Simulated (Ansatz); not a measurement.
# CClF3: the cost of one run

Method: the levels named in each step, in Ansatz 0.2.0.

### Step 1. The system as given

Bond lengths: F1–C2 1.323 Å, C2–F3 1.322 Å, C2–F4 1.323 Å, C2–Cl5 1.775 Å. Angles: F1–C2–F3 108.2°, F1–C2–F4 108.2°, F1–C2–Cl5 110.7°, F3–C2–F4 108.2°, F3–C2–Cl5 110.7°, F4–C2–Cl5 110.7°.

Coordinates:

```xyz
5

F    -0.8458   -0.6419   -1.0330
C    -0.3469   -0.0100    0.0163
F    -0.8493    1.2131    0.0395
F    -0.7455   -0.6418    1.1076
Cl    1.4254    0.0411   -0.0667
```

### Step 2. A rough first relaxation, PBE-D4/def2-SVP

This run stands in another session on the same molecule. It ended at:

```xyz
5

F    -0.8439   -0.6505   -1.0479
C    -0.3534   -0.0102    0.0165
F    -0.8474    1.2304    0.0395
F    -0.7423   -0.6503    1.1223
Cl    1.4249    0.0412   -0.0667
```

### Step 3. Relaxation, PBE0-D4/def2-TZVPP

This run stands in another session on the same molecule. It ended at:

```xyz
5

F    -0.8379   -0.6432   -1.0360
C    -0.3492   -0.0101    0.0163
F    -0.8413    1.2164    0.0392
F    -0.7374   -0.6430    1.1098
Cl    1.4037    0.0406   -0.0657
```

### Step 4. Frequencies, PBE0-D4/def2-TZVPP

input.yaml

```yaml
crystal:
  periodic: [false, false, false]
  atoms:
    - { symbol: F, position_ang: [-0.83786604, -0.64324556, -1.03596491] }
    - { symbol: C, position_ang: [-0.34922752, -0.01008955, 0.01633813] }
    - { symbol: F, position_ang: [-0.84128724, 1.21642807, 0.03923831] }
    - { symbol: F, position_ang: [-0.73743907, -0.6430122, 1.10981549] }
    - { symbol: Cl, position_ang: [1.40365987, 0.04056924, -0.06570703] }
basis:
  gaussian: { orbitals: def2-TZVPP }
hamiltonian:
  xc: pbe0
  dispersion: d4
phonons: {}
```

Run with:

```sh
$ ansatz run input.yaml --threads 4 --pin off --max-ram 10240MiB --backend cpu --events-out ev --progress --plain --runs-dir out
```

What time and memory should one allow on 4 threads of Intel Xeon at 2.50GHz (Skylake/Cascade Lake), shared host?

About 58 s, with a peak of 0.35 GiB.
